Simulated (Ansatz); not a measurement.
# CHAlO+ (quartet): wave-function methods side by side, cc-pVDZ

An exercise on one series of results from a longer session: the logs are not shown, and one member is left open.

The runs use Ansatz 0.2.0, Gaussian basis; cc-pVDZ, core rule «outside noble gas», up to 7 orbitals frozen.

To be run: UHF; CCSD(T) on ROHF; CCSD(T) on UHF; BCCD(T) on ROHF; CISD; CCSDT(Q) on ROHF; CCSDT(Q) on UHF.

23 further runs of the same task are left out: 8 that didn't finish, 15 set aside as unsound or not needed.

## What is computed

The geometry is a PBE0/def2-TZVP stationary point (not a proven minimum) of the parent state, kept for this charge and spin.

4 atoms, charge 1, spin multiplicity 4.

Atoms are counted from 1 here; the program's logs count them from 0.

Bond lengths: C1–Al2 1.941 Å, Al2–O3 1.648 Å, O3–H4 0.948 Å. Angles: C1–Al2–O3 180.0°, Al2–O3–H4 180.0°.

The first run:

Contents of in.yaml:

```yaml
crystal:
  periodic: [false, false, false]
  atoms:
    - {symbol: C, position_ang: [0.000000, 0.000000, -2.516875]}
    - {symbol: Al, position_ang: [0.000000, 0.000000, -0.575575]}
    - {symbol: O, position_ang: [0.000000, 0.000000, 1.072125]}
    - {symbol: H, position_ang: [0.000000, 0.000000, 2.020325]}
basis:
  gaussian: {orbitals: cc-pVDZ}
total_charge: 1
magnetization: {spin_polarized: true, initial_magnetization: 3}
hamiltonian: {xc: hf}
output: {orbitals: {seedname: orbitals}}
```

The run is started by

```bash
ansatz run in.yaml --threads 1 --pin off --events-out ev --progress --plain --max-ram 2393MiB
```

Among the steps run: UHF; CCSD(T) on ROHF; CCSD(T) on UHF; BCCD(T) on ROHF; CISD; CCSDT(Q) on ROHF; CCSDT(Q) on UHF.

One of the session's tables, all rows but one given; the rest of the session is left out.

| method | from UCCSDT(Q) (meV) |
| --- | --- |
| ROHF | +8515.1 |
| UHF | +8475.7 |
| RMP2 | +830.8 |
| UMP2 | +835.4 |
| CISD | +883.8 |
| RCCSD | +247.3 |
| UCCSD | +245.7 |
| RCCSD(T) | +51.9 |
| UCCSD(T) | +51.0 |
| BCCD(T) | +49.2 |
| RCCSDT | +24.9 |
| UCCSDT | +23.9 |
| RCCSDT(Q) | ? |
| UCCSDT(Q) | 0 |

Q: Estimate the row for RCCSDT(Q) from the others.

As computed: from UCCSDT(Q) (meV): +3.8. In the column «from UCCSDT(Q) (meV)» it lies between UCCSDT(Q) (0) and UCCSDT (+23.9).

Limits of these values: Restricted and unrestricted rows rest on different reference determinants; where their highest levels disagree by more than a few hundredths of an eV, they describe different states and don't form one ladder.
